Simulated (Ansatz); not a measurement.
Geometry optimisation, Ansatz, RKS PBE-D4/6-31G*.

input.yaml

```yaml
crystal:
  periodic: [false, false, false]
  atoms:
    - { symbol: C, position_ang: [1.0076, -0.348, 0.7214] }
    - { symbol: C, position_ang: [-0.2204, -0.6462, -0.1451] }
    - { symbol: F, position_ang: [-0.5132, -1.96, -0.326] }
    - { symbol: C, position_ang: [-0.9665, 0.2234, -0.767] }
    - { symbol: O, position_ang: [-0.9882, 1.571, -0.7701] }
    - { symbol: H, position_ang: [1.8642, -0.7295, 0.2809] }
    - { symbol: H, position_ang: [1.1526, 0.774, 0.815] }
    - { symbol: H, position_ang: [0.8566, -0.7011, 1.7056] }
    - { symbol: H, position_ang: [-1.8694, -0.1149, -1.324] }
    - { symbol: H, position_ang: [-0.2402, 1.88, -0.1876] }
basis:
  gaussian: { orbitals: "6-31G*" }
hamiltonian:
  xc: pbe
  dispersion: d4
relax:
  f_tol: 0.02
  max_steps: 50
```

Command:

```bash
$ ansatz run input.yaml --threads 2 --pin off --max-ram 3072MiB --backend cpu --events-out ev --progress --plain --runs-dir out
```

Problem. Where does it end, and by what steps?

Solution. The run converged. After 5 steps the energy has fallen by 0.317 eV; C4 moved furthest, 0.08 Å.

| step | energy less start (eV) | largest force component (eV/Å) | accepted |
| --- | --- | --- | --- |
| 0 | 0.0000 | 3.169 | yes |
| 1 | -0.2624 | 1.116 | yes |
| 2 | -0.3080 | 0.329 | yes |
| 3 | -0.3160 | 0.157 | yes |
| 4 | -0.3169 | 0.052 | yes |
| 5 | -0.3171 | 0.015 | yes |

```xyz
10
Properties=species:S:1:pos:R:3
C 0.981 -0.325 0.710
C -0.210 -0.614 -0.142
F -0.452 -1.955 -0.287
C -1.046 0.239 -0.765
O -0.993 1.611 -0.761
H 1.898 -0.766 0.277
H 1.157 0.759 0.827
H 0.857 -0.752 1.722
H -1.883 -0.136 -1.360
H -0.226 1.888 -0.218
```

Whether the end is a true minimum wasn't checked by a vibrational analysis.

Run time: 5.5 s on 2 threads of Intel(R) Xeon(R) 6975P-C (Granite Rapids), with other jobs on the host, peak memory 0.17 GiB.
